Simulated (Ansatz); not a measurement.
## Ansatz (development build ahead of 0.2.0) run

```yaml
crystal:
  periodic: [false, false, false]
  atoms:
    - { symbol: H, position_ang: [0.0, 0.0, -1.05] }
    - { symbol: C, position_ang: [0.0, 0.0, 0.0] }
    - { symbol: C, position_ang: [0.0, 0.0, 1.586] }
basis:
  gaussian: { orbitals: "6-31G" }
magnetization:
  spin_polarized: true
  initial_magnetization: 1
hamiltonian:
  xc: pbe
scf:
  omitted_lower_state_checks: [stability, starts, atomic_configurations, cluster_reference, orbital_swaps, given_window_search, neighbouring_geometries, increment]
output:
  forces: true
```

The input is written out in the form of the current development build from the run's settings.

Results

| Quantity | Value |
| --- | --- |
| Converged | yes |
| Total energy | -76.41660 hartree |
| Spin squared of the determinant | 0.755 |

Forces (eV/Å):
| atom | Fx | Fy | Fz |
| --- | --- | --- | --- |
| H1 | 0.000 | 0.000 | -1.754 |
| C2 | 0.000 | 0.000 | 9.671 |
| C3 | 0.000 | 0.000 | -7.916 |
